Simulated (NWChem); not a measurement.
All runs are NWChem calculations. System: nitrogen (N$_{2}$), charge 0, spin multiplicity 1, at a geometry optimised with PBE0/def2-SVP. Level: CCSD(T)/def2-TZVP, 2 core orbitals frozen.

NWChem printed:

```
             Northwest Computational Chemistry Package (NWChem) 7.3.0
             --------------------------------------------------------

                                NWChem Input Module
                                -------------------

 Scaling coordinates for geometry "geometry" by  1.889725989
 (inverse scale =  0.529177249)

 Turning off AUTOSYM since
 SYMMETRY directive was detected!

                             Geometry "geometry" -> ""
                             -------------------------

 Output coordinates in angstroms (scale by  1.889725989 to convert to a.u.)

  No.       Tag          Charge          X              Y              Z
 ---- ---------------- ---------- -------------- -------------- --------------
    1 N                    7.0000     0.00000000     0.00000000     0.54887900
    2 N                    7.0000     0.00000000     0.00000000    -0.54887900

 Effective nuclear repulsion energy (a.u.)      23.6205841369

            Nuclear Dipole moment (a.u.)
            ----------------------------
        X                 Y               Z
 ---------------- ---------------- ----------------
     0.0000000000     0.0000000000     0.0000000000

      Symmetry information
      --------------------

 Group name             D2h
 Group number             26
 Group order               8
 No. of unique centers     1

      Symmetry unique atoms

     1


 Summary of "ao basis" -> "" (spherical)
 ------------------------------------------------------------------------------
       Tag                 Description            Shells   Functions and Types
 ---------------- ------------------------------  ------  ---------------------
 *                         def2-tzvp                  on all atoms

 Summary of "ao basis" -> "ao basis" (spherical)
 ------------------------------------------------------------------------------
       Tag                 Description            Shells   Functions and Types
 ---------------- ------------------------------  ------  ---------------------
 N                         def2-tzvp                11       31   5s3p2d1f

                                 NWChem SCF Module
                                 -----------------

  ao basis        = "ao basis"
  functions       =    62
  atoms           =     2
  closed shells   =     7
  open shells     =     0
  charge          =   0.00
  wavefunction    = RHF
  use symmetry    = T
  symmetry adapt  = T

[...]
     2   1 0 1      0.000000      0.000000      0.000000
     2   0 2 0     -7.691955      0.000000      0.000000
     2   0 1 1     -0.000000      0.000000      0.000000
     2   0 0 2     -8.694031      0.000000     15.061871

                   NWChem Extensible Many-Electron Theory Module
                   ---------------------------------------------


            General Information
            -------------------
      Number of processors :     1
         Wavefunction type : Restricted Hartree-Fock
          No. of electrons :    14
           Alpha electrons :     7
            Beta electrons :     7
           No. of orbitals :   124
            Alpha orbitals :    62
             Beta orbitals :    62
        Alpha frozen cores :     2
         Beta frozen cores :     2
     Alpha frozen virtuals :     0
      Beta frozen virtuals :     0
         Spin multiplicity : singlet
    Number of AO functions :    62
       Number of AO shells :    22
        Use of symmetry is : on
      Symmetry adaption is : on
         Schwarz screening : 0.10D-09

          Correlation Information
          -----------------------
          Calculation type : Coupled-cluster singles & doubles w/ perturbation
   Perturbative correction : (T)
            Max iterations :      100
        Residual threshold : 0.10D-05
     T(0) DIIS level shift : 0.00D+00
     L(0) DIIS level shift : 0.00D+00
     T(1) DIIS level shift : 0.00D+00
     L(1) DIIS level shift : 0.00D+00
     T(R) DIIS level shift : 0.00D+00
     T(I) DIIS level shift : 0.00D+00
   CC-T/L Amplitude update :  5-th order DIIS
                I/O scheme : Global Array Library
        L-threshold :  0.10D-05
        EOM-threshold :  0.10D-05
 no EOMCCSD initial starts read in
 TCE RESTART OPTIONS
 SLICE:      F
 D4D5:       F
 quantumc:   F
 qrotation:  F
 pwtce:      F
 qducc:      F
 nacto:                         0
 nrotv:                         0
 nrot:                          0

            Memory Information
            ------------------
          Available GA space size is     249032956 doubles
          Available MA space size is     104854660 doubles

 Maximum block size supplied by input
 Maximum block size        24 doubles

 tile_dim =     12

 -------------------------------------------------

 Global array virtual files algorithm will be used

 Parallel file system coherency ......... OK

 4-electron integrals stored in orbital form

 v2    file size   =           361072
 4-index algorithm nr.  13 is used
 imaxsize =       30
 imaxsize ichop =        0


CCSD iterations
 ---------------------------------------------------------
 Iter          Residuum       Correlation     Cpu    Wall
 ---------------------------------------------------------
    1   0.1792467245604  -0.3720591041840     0.5     0.5
    2   0.0463051375316  -0.3591572069127     0.5     0.5
    3   0.0168650233634  -0.3701848094552     0.5     0.5
    4   0.0077372072135  -0.3695331595535     0.4     0.4
    5   0.0036805936691  -0.3705829242398     0.4     0.4
    6   0.0009277372327  -0.3708222294863     0.4     0.4
    7   0.0003382574035  -0.3708879021153     0.4     0.4
    8   0.0001623588429  -0.3708897742784     0.4     0.4
    9   0.0000855009142  -0.3708917123775     0.4     0.4
   10   0.0000458170432  -0.3708940106802     0.4     0.4
   11   0.0000062642835  -0.3708971677212     0.4     0.4
   12   0.0000020435721  -0.3708966480602     0.4     0.4
   13   0.0000008443434  -0.3708970273993     0.5     0.5
 -----------------------------------------------------------------
 Iterations converged
 CCSD correlation energy / hartree =        -0.370897027399344
 CCSD total energy / hartree       =      -109.359001942482280

 Singles contributions

 Doubles contributions
 CCSD(T)
 Using plain CCSD(T) code
             total no. of tasks         1740
 total no. of tasks / no. procs         1740
                         wl_min           27           1.7
                         wl_max        12672           4.8
        thresh for no. of tasks         1740

 CCSD[T]  correction energy / hartree =        -0.019195111787499
 CCSD[T] correlation energy / hartree =        -0.390092139186842
 CCSD[T] total energy / hartree       =      -109.378197054269776
 CCSD(T)  correction energy / hartree =        -0.018349168422865
 CCSD(T) correlation energy / hartree =        -0.389246195822208
 CCSD(T) total energy / hartree       =      -109.377351110905138

 Task  times  cpu:       11.4s     wall:       11.4s

 Total times  cpu:       11.4s     wall:       11.4s
```

Problem. Write an NWChem input that would produce this output.

Solution. One answer among several that fit: 
```
start mol
memory heap 100 mb stack 700 mb global 1900 mb
geometry units angstroms nocenter noautoz
  N      0.000000     0.000000     0.548879
  N      0.000000     0.000000    -0.548879
  symmetry group D2h
end
basis spherical
  * library def2-tzvp
end
scf
  rhf
  nopen 0
  maxiter 100
  thresh 1e-7
  semidirect memsize 60000000 filesize 0
end
tce
  freeze core 2
  ccsd(t)
  2eorb
  2emet 13
  thresh 1e-6
  maxiter 100
  tilesize 24
end
task tce energy
```
